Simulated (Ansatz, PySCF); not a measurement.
System: NF3, net charge 0, singlet state. SMILES: FN(F)F
Geometry: optimised at B3LYP-D3(BJ)/def2-TZVP (Ansatz, a quantum-chemistry and plane-wave program).


Property: enthalpy of formation at 298 K (from the atomisation energy, B3LYP-D3(BJ)/def2-TZVP harmonic zero-point and thermal terms from Ansatz, and the atoms' enthalpies of formation in the G2/97 table; no spin-orbit terms, and no core term in the frozen-core levels), in eV. Valence correlation only, unless marked. Open shells are spin-unrestricted. No spin-orbit coupling. No relativistic terms. The coupled-cluster limit lacks core correlation, which all-electron functionals hold. CBS(X,Y): correlation extrapolated as X^-3; Hartree-Fock from the larger set.

```tsv
level	program	enthalpy of formation at 298 K (eV)	minus last row
HF/cc-pVQZ	Ansatz	5.92	7.29
TPSSh-D4/def2-TZVPD	PySCF + dftd4	-1.59	-0.22
M06-2X/def2-TZVPD	PySCF	-1.38	-0.01
HSE06-D3(BJ)/def2-TZVPD	Ansatz + dftd3	-1.59	-0.22
CAM-B3LYP-D4/def2-TZVPD	Ansatz + dftd4	-1.65	-0.28
B2PLYP/def2-TZVPD	Ansatz	-1.30	0.07
PBE-QIDH/def2-TZVPD	Ansatz	-0.88	0.49
SCS-MP2/aug-cc-pVDZ	Ansatz	-0.53	0.84
CCSD(T)/cc-pVDZ	PySCF	0.44	1.81
CCSD(T)/CBS(cc-pVTZ,cc-pVQZ)	Ansatz	-1.37	0.00
```
